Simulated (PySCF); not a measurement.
PySCF input file for CHO, SMILES [CH]=O (connectivity only; charge and spin as stated), charge +1, multiplicity 1, PBE/pcSseg-2. Coordinates come from a r2SCAN-D4/def2-TZVPD optimisation. The isomer is the one that the SMILES or the coordinates give; other isomers of the formula were not compared.

```python
import numpy as np
from pyscf import gto, scf, dft
from pyscf.prop.nmr import rks as nmr

mol = gto.M(
    atom='''
    C     0.00000000    0.00000000    0.51566610
    O     0.00000000    0.00000000   -0.58832823
    H     0.00000000    0.00000000    1.61262930
    ''',
    basis='pcSseg-2',
    charge=1,
    spin=0,
    max_memory=1600,
    verbose=3,
)
mf = dft.RKS(mol, xc='pbe')
mf.grids.level = 3
mf.conv_tol = 1e-10
mf.max_cycle = 100
mf.kernel()
n = nmr.NMR(mf)
n.verbose = 2
n.max_cycle_cphf = 60
sigma = n.kernel()
print('atom   isotropic/ppm   span/ppm')
for i, s in enumerate(sigma):
    w = np.linalg.eigvalsh((s + s.T) / 2)
    print(f'{mol.atom_symbol(i):2s}{i + 1:3d} {w.mean():14.3f} {w[2] - w[0]:11.3f}')
```

It prints:

```
converged SCF energy = -113.471444707288
atom   isotropic/ppm   span/ppm
C   1         41.378     346.201
O   2        -50.635     685.835
H   3         24.450      12.329
```

The run converged.

Cost: roughly 4 core-seconds.
